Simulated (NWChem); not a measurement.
Species: hydrogen cyanide (CHN); SMILES C#N

```xyz
3

C      0.0000     0.0000    -0.4998
N      0.0000     0.0000     0.6540
H      0.0000     0.0000    -1.5793
```
Atoms are numbered in this order, from 1.

Computed with NWChem. Pople sets run with spherical d functions. Geometry: optimised at PBE0/def2-SVP. Total energies compare along this basis series because the functional is fixed.

```json
[
 {"level": "B3LYP/STO-3G", "basis functions": "11", "energy (Ha)": "-92.2012", "highest occupied level (eV)": "-8.25", "orbital gap (eV)": "11.64", "dipole (D)": "2.34"},
 {"level": "B3LYP/3-21G", "basis functions": "20", "energy (Ha)": "-92.9073", "highest occupied level (eV)": "-9.92", "orbital gap (eV)": "10.79", "dipole (D)": "2.74"},
 {"level": "B3LYP/6-31G*", "basis functions": "30", "energy (Ha)": "-93.4198", "highest occupied level (eV)": "-9.78", "orbital gap (eV)": "10.38", "dipole (D)": "2.91"},
 {"level": "B3LYP/6-31+G*", "basis functions": "38", "energy (Ha)": "-93.4261", "highest occupied level (eV)": "-10.11", "orbital gap (eV)": "9.94", "dipole (D)": "3.10"},
 {"level": "B3LYP/def2-SVP", "basis functions": "33", "energy (Ha)": "-93.3521", "highest occupied level (eV)": "-9.98", "orbital gap (eV)": "10.35", "dipole (D)": "2.85"},
 {"level": "B3LYP/def2-SVPD", "basis functions": "48", "energy (Ha)": "-93.3579", "highest occupied level (eV)": "-10.16", "orbital gap (eV)": "10.01", "dipole (D)": "3.05"},
 {"level": "B3LYP/def2-TZVP", "basis functions": "68", "energy (Ha)": "-93.4640", "highest occupied level (eV)": "-10.12", "orbital gap (eV)": "10.03", "dipole (D)": "3.05"},
 {"level": "B3LYP/6-311++G**", "basis functions": "51", "energy (Ha)": "-93.4543", "highest occupied level (eV)": "-10.17", "orbital gap (eV)": "9.89", "dipole (D)": "3.07"},
 {"level": "B3LYP/aug-cc-pVTZ", "basis functions": "115", "energy (Ha)": "-93.4625", "highest occupied level (eV)": "-10.14", "orbital gap (eV)": "9.78", "dipole (D)": "3.06"}
]
```
